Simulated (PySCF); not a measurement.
2-methylthiazole, C4H5NS.
SMILES: `Cc1nccs1`

The calculation used PBE0-D3(BJ)/def2-TZVP geometry optimisation, gas phase in PySCF.

Take the most abundant isotopes and a rigid rotor. 

(1) Give the principal moments of inertia and the rotational constants in GHz.

(2) Classify the top.

(3) Is it planar, by Δ = Ic − Ia − Ib?

(4) Give the other two planar moments, Paa and Pbb, and the rms extents of the mass along the axes.

(5) Which types of transition are allowed, and where do some lines up to J = 3 fall?

Answers

(1) Ia = 93.36, Ib = 153.43, Ic = 243.65 u·Å²; 505379 MHz·u·Å²/I gives 5413, 3294 and 2074 MHz, that is A = 5.4132, B = 3.2939, C = 2.0742 GHz.

(2) An asymmetric top. Ray's parameter κ = (2B − A − C)/(A − C) = -0.269; −1 is the prolate and +1 the oblate limit.

(3) Not planar: Δ = Ic − Ia − Ib = -3.14 u·Å². For a rigid frame Δ = −2 Σ m c², so Σ m c² = 1.57 u·Å² lies off the ab plane, practically all of it from hydrogen. The atom farthest from that plane is 0.96 Å away.

(4) Paa = Σ m a² = (Ib + Ic − Ia)/2 = 151.86 and Pbb = Σ m b² = (Ia + Ic − Ib)/2 = 91.79 u·Å². With the mass M = 99.01 u, the rms extents √(P/M) along a, b and c are 1.24, 0.96, 0.13 Å.

(5) The dipole components are |μa| = 0.12 D, |μb| = 1.22 D, |μc| = 0.02 D. The squared components, which scale the intensities, stand as 0.01 : 1.00 : 0.00 (a : b : c). Some lines, for components of 0.1 D or more:

```tsv
type	branch	J(Ka,Kc)	MHz	lower level (cm⁻¹)
a	Q	1(1,0) ← 1(1,1)	1220	0.250
b	Q	1(1,0) ← 1(0,1)	3339	0.179
a	R	1(0,1) ← 0(0,0)	5368	0.000
b	Q	3(2,1) ← 3(1,2)	6591	1.277
b	Q	2(2,0) ← 2(1,1)	6753	0.689
a	Q	3(1,2) ← 3(1,3)	7233	1.036
b	Q	3(1,2) ← 3(0,3)	7847	1.016
b	Q	2(2,1) ← 2(1,2)	10017	0.567
b	R	3(1,2) ← 2(2,1)	11274	0.901
b	R	2(1,2) ← 1(0,1)	11636	0.179
a	R	2(1,1) ← 1(1,0)	11956	0.290
a	R	3(1,3) ← 2(1,2)	14058	0.567
a	R	3(0,3) ← 2(0,2)	14739	0.524
a	R	3(2,2) ← 2(2,1)	16104	0.901
a	R	3(2,1) ← 2(2,0)	17470	0.914
b	R	3(3,1) ← 2(2,0)	29573	0.914
b	R	3(3,0) ← 2(2,1)	30052	0.901
```

Not checked by PBE0-D3(BJ)/def2-TZVP frequencies. Constants of a rigid frame at the computed geometry: no zero-point averaging, no centrifugal distortion. A rigid rotor knows nothing of internal rotation, which can split or shift real lines. Quadrupole hyperfine structure (14N) is left out.

Hardware: Arm Neoverse V1, one thread, shared host with 32 logical CPUs at a one-minute load of 8.3. Cost: 76 s wall, 0.90 GiB resident at most. That covers the optimisation of the geometry.
